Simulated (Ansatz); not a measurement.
Geometry optimisation, Ansatz 0.2.0, RKS PBE-D4/6-31G*.

Input:

```yaml
crystal:
  periodic: [false, false, false]
  atoms:
    - { symbol: B, position_ang: [0.054469, -0.484288, -0.363798] }
    - { symbol: Cl, position_ang: [-0.228227, 0.170993, 2.613448] }
    - { symbol: H, position_ang: [1.070917, 0.143742, -0.430357] }
    - { symbol: H, position_ang: [-1.045464, -0.03432, -0.519694] }
    - { symbol: S, position_ang: [0.349391, -2.296185, -0.070935] }
    - { symbol: H, position_ang: [-0.943257, -2.727707, -0.045639] }
    - { symbol: H, position_ang: [0.224371, -1.021134, 2.190374] }
basis:
  gaussian: { orbitals: "6-31G*" }
hamiltonian:
  xc: pbe
  dispersion: d4
relax:
  f_tol: 0.03
  max_steps: 50
output:
  orbitals: {}
```

Command:

```bash
$ ansatz run input.yaml --threads 1 --pin off --max-ram 2048MiB --backend cpu --events-out ev --progress --plain --runs-dir out
```

Question: Where does it end, and by what steps?

Answer: The forces met the threshold. After 18 steps the energy has fallen by 0.103 eV; Cl2 moved furthest, 1.19 Å.

```json
{"step": "0", "energy less start (eV)": "0.0000", "largest force component (eV/Å)": "0.979", "accepted": "yes"}
{"step": "1", "energy less start (eV)": "-0.0436", "largest force component (eV/Å)": "0.743", "accepted": "yes"}
{"step": "2", "energy less start (eV)": "-0.0273", "largest force component (eV/Å)": "1.067", "accepted": "no"}
{"step": "3", "energy less start (eV)": "-0.0643", "largest force component (eV/Å)": "0.491", "accepted": "yes"}
{"step": "4", "energy less start (eV)": "-0.0704", "largest force component (eV/Å)": "0.498", "accepted": "yes"}
{"step": "5", "energy less start (eV)": "-0.0748", "largest force component (eV/Å)": "0.196", "accepted": "yes"}
{"step": "6", "energy less start (eV)": "-0.0096", "largest force component (eV/Å)": "0.429", "accepted": "no"}
{"step": "7", "energy less start (eV)": "-0.0839", "largest force component (eV/Å)": "0.082", "accepted": "yes"}
{"step": "8", "energy less start (eV)": "-0.0886", "largest force component (eV/Å)": "0.095", "accepted": "yes"}
{"step": "9", "energy less start (eV)": "-0.0924", "largest force component (eV/Å)": "0.111", "accepted": "yes"}
{"step": "10", "energy less start (eV)": "-0.0935", "largest force component (eV/Å)": "0.235", "accepted": "yes"}
{"step": "11", "energy less start (eV)": "-0.0957", "largest force component (eV/Å)": "0.171", "accepted": "yes"}
{"step": "12", "energy less start (eV)": "-0.0985", "largest force component (eV/Å)": "0.097", "accepted": "yes"}
{"step": "13", "energy less start (eV)": "-0.1000", "largest force component (eV/Å)": "0.077", "accepted": "yes"}
{"step": "14", "energy less start (eV)": "-0.1012", "largest force component (eV/Å)": "0.070", "accepted": "yes"}
{"step": "15", "energy less start (eV)": "-0.1018", "largest force component (eV/Å)": "0.175", "accepted": "yes"}
{"step": "16", "energy less start (eV)": "-0.1027", "largest force component (eV/Å)": "0.050", "accepted": "yes"}
{"step": "17", "energy less start (eV)": "-0.1030", "largest force component (eV/Å)": "0.042", "accepted": "yes"}
{"step": "18", "energy less start (eV)": "-0.1035", "largest force component (eV/Å)": "0.024", "accepted": "yes"}
```

```xyz
7
Properties=species:S:1:pos:R:3
B 0.069 -0.499 -0.823
Cl -0.057 -0.388 3.647
H 1.023 0.225 -0.897
H -0.946 -0.321 -1.436
S 0.248 -1.902 0.276
H -0.988 -2.461 0.150
H 0.132 -0.903 2.456
```

Whether the end is a true minimum wasn't checked by a vibrational analysis.

Time of the run: 22 s on 1 thread of Intel(R) Xeon(R) 6975P-C (Granite Rapids) (shared host), peak memory 0.14 GiB.
